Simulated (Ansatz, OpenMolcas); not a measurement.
# Strength of the C–H bond: CH3O → H2CO + H

Species: CH3O `C[O]`, doublet; H2CO (formaldehyde) `C=O`, singlet; H atom, doublet. 

Shapes, held fixed at every level: PBE0-D4/def2-TZVP. Programs: Ansatz 0.2.0, OpenMolcas 26.06. A level may come from different programs for different species; with the same settings they agree closely. The zero-point and thermal change to 298 K, harmonic and unscaled (PBE0-D4/def2-TZVP), is -19.6 kJ/mol.

Problem. Estimate ΔH(298 K) of this reaction.

Solution. The highest level, CCSD(T)/CBS estimate, gives ΔH(298 K) = +88.3 kJ/mol; the levels span +44.2 to +127.9. A fragment pairs its electrons up again, so this isn't a typical strength of such a bond. The column of differences is taken from that level and isn't an error. No measured value is set beside it here. Open shells run unrestricted unless RO is named. The CBS estimate extrapolates MP2 from def2-TZVPP and def2-QZVPP and adds CCSD(T) − MP2 in the triple-zeta set, cores frozen.

```csv
level,kind,ΔH(298 K) (kJ/mol),less CCSD(T)/CBS estimate
HF/def2-SVP,Hartree–Fock,+120.2,+31.9
B3LYP/6-31G* (Cartesian functions),global hybrid,+111.1,+22.8
PBE0-D4/def2-TZVPP,global hybrid,+109.3,+21.0
r2SCAN0-D4/def2-TZVPP,global hybrid,+127.9,+39.6
wB97M-V/def2-TZVPP,range-separated hybrid,+98.7,+10.4
MP2/def2-SVP,perturbation theory,+44.2,-44.1
CCSD(T)/def2-TZVPP,coupled cluster or CI,+88.9,+0.6
CCSD(T)/CBS estimate,coupled cluster or CI,+88.3,0.0
```
